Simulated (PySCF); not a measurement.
**Vertical excitation energies**

Species: AlH (singlet state).
Structure used (PBE0-D3(BJ)/def2-TZVP), in Å, numbered top down from 1:
```
atom  x, y, z in Å
Al1    0.8277   -0.0436    0.0063
H2    -0.8374    0.0065   -0.0154
```

Computed, not measured: TDDFT CAM-B3LYP/aug-cc-pVTZ, vertical, gas phase, core orbitals frozen in the response in PySCF. Isolated species at its PBE0-D3(BJ)/def2-TZVP geometry, gas phase.

| state | λ (nm) | E (eV) | f | \|μ\| (D) | symmetry | main configurations (H = HOMO, L = LUMO) |
| --- | --- | --- | --- | --- | --- | --- |
| S1 | 433.2 | 2.86 | 0.046 | 2.05 | Π | H→L/L+1 (≥95%) |
| S2 | 433.2 | 2.86 | 0.046 | 2.05 | Π | H→L/L+1 (≥95%) |
| S3 | 235.5 | 5.26 | 0.151 | 2.75 | Σ+ | H→L+3 (90%), H→L+2 (8%) |
| S4 | 213.9 | 5.80 | 0.100 | 2.13 | Σ+ | H→L+2 (84%) |
| S5 | 207.0 | 5.99 | 0.019 | 0.91 | Π | H→L+4 (53%), H→L+5 (40%) |
| S6 | 207.0 | 5.99 | 0.019 | 0.91 | Π | H→L+5 (53%), H→L+4 (40%) |
| S7 | 190.6 | 6.50 | 0.0000 | 0.00 | – | H→L+9 (98%) |
| S8 | 190.6 | 6.50 | 0.0000 | 0.00 | – | H→L+10 (98%) |
| S9 | 188.7 | 6.57 | 0.363 | 3.82 | Σ+ | H→L+6 (96%) |

Triplets, Tamm–Dancoff:

| state | E (eV) | λ (nm) | main configurations (H = HOMO, L = LUMO) |
| --- | --- | --- | --- |
| T1 | 1.76 | 705.9 | H→L/L+1 (≥92%) |
| T2 | 1.76 | 705.9 | H→L/L+1 (≥92%) |
| T3 | 4.92 | 251.8 | H→L+6 (32%), H→L+2 (29%), H→L+3 (15%) |

The lowest singlet level (S1/S2) lies at 2.86 eV (433 nm, visible) and is of moderate strength. The most intense listed level is S9 at 6.57 eV (189 nm, f = 0.363), 3.71 eV above S1. It is the last of those listed, so stronger ones may follow. S1/S2, S5/S6 and S7/S8 lie within about 0.01 eV of each other in each set; the point group C∞v has degenerate representations, and within a degenerate level the listed configurations can mix freely. Löwdin shares by element: HOMO aluminium 76%, hydrogen 24%; LUMO (one of a set within 0.03 eV) aluminium 87%, hydrogen 13%. Weighted by f, the mean energy of these states is 5.71 eV. The listed states span 3.71 eV, and the widest gap between neighbours is 2.40 eV (S2 to S3). Of the 9 states listed, 7 reach f = 0.01 and 2 stay under 0.0005. 2 computed singlets (S1 to S2) lie in the visible range (380 to 750 nm), the largest f among them at 433 nm, f = 0.046; light of that wavelength is violet to blue, and its complementary colour is yellow-green to yellow; a Tamm–Dancoff triplet lies at 706 nm, without intensity as long as spin–orbit coupling is left out. Symmetry labels in C∞v follow from the direction of the transition dipole and are given only for states with f of 0.002 or more. Orbitals of the list HOMO-3 to LUMO+2 that lie within 0.01 eV of each other are written together with a slash and their weights summed (≥ marks a lower bound); for degenerate orbitals outside that list single weights are arbitrary. The window holds the lowest 10 singlets. The highest level found (6.58 eV, f 0.128 so far) is left out, since the window may have cut off a degenerate partner.
